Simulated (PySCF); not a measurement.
Ionisation energy of P by level of theory

P [Ne] 3s2 3p3 (4S) → P⁺ [Ne] 3s2 3p2 (3P), as a difference of total energies. All numbers are calculated (PySCF 2.14, the spin-free X2C one-electron Hamiltonian (Gaussian nucleus), in cc-pVDZ-DK (4s3p1d, 18 functions)). Correlated levels: valence: [Ne] frozen. The calculations carry no spin-orbit coupling.

```
           method  ionisation energy (eV)  error (eV)
              UHF                   9.922      -0.604
             MN15                  10.381      -0.145
            B3LYP                  10.358      -0.168
    MP2 (valence)                  10.305      -0.221
SCS-MP2 (valence)                  10.165      -0.361
   CCSD (valence)                  10.231      -0.295
CCSD(T) (valence)                  10.233      -0.293
```

Reference: 10.526 eV (measured; NIST levels, between the centres of gravity of the two terms).

Errors of the correlated levels include the incompleteness of this basis and the frozen core.
